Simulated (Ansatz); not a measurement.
`C[Si]N` and `C[Si]F` differ in one atom or group.

Ansatz, PBE0-D4/def2-TZVP geometries, multiplicity 1. Each molecule was computed in one conformer, which needn't be the lowest.

| property | `C[Si]N` |
| --- | --- |
| HOMO–LUMO gap (PBE0/def2-TZVPP) / eV | 4.96 |
| vertical ionisation energy (CCSD(T)/CBS(def2)) / eV | 8.46 |
| HOMO energy (PBE/def2-TZVPP) / eV | -4.97 |
| size of the dipole moment (B3LYP/def2-TZVPP) / D | 1.89 |
| HOMO–LUMO gap (PBE/def2-TZVPP) / eV | 3.07 |
| size of the dipole moment (ωB97M-V/def2-TZVPP) / D | 1.85 |

**Question.** Give the same properties after the change, and the shifts. (Best estimate.)

**Answer.** Ansatz gave: 
```json
{"property": "HOMO–LUMO gap (PBE0/def2-TZVPP) / eV", "`C[Si]F`": "4.49", "shift": "-0.47"}
{"property": "vertical ionisation energy (CCSD(T)/CBS(def2)) / eV", "`C[Si]F`": "9.22", "shift": "0.76"}
{"property": "HOMO energy (PBE/def2-TZVPP) / eV", "`C[Si]F`": "-5.49", "shift": "-0.52"}
{"property": "size of the dipole moment (B3LYP/def2-TZVPP) / D", "`C[Si]F`": "1.52", "shift": "-0.37"}
{"property": "HOMO–LUMO gap (PBE/def2-TZVPP) / eV", "`C[Si]F`": "2.53", "shift": "-0.54"}
{"property": "size of the dipole moment (ωB97M-V/def2-TZVPP) / D", "`C[Si]F`": "1.49", "shift": "-0.36"}
```

With PBE0 the HOMO falls by 0.58 eV and the LUMO falls by 1.04 eV, so the gap narrows by about 0.46 eV. PBE moves the HOMO by -0.52 eV and ωB97M-V by -0.58 eV. The zero-point energy changes by -65.1 kJ/mol with -6 modes. Dipoles are sizes alone; their direction can turn.

B3LYP here is the variant with VWN-RPA as its local correlation; programs differ in this.
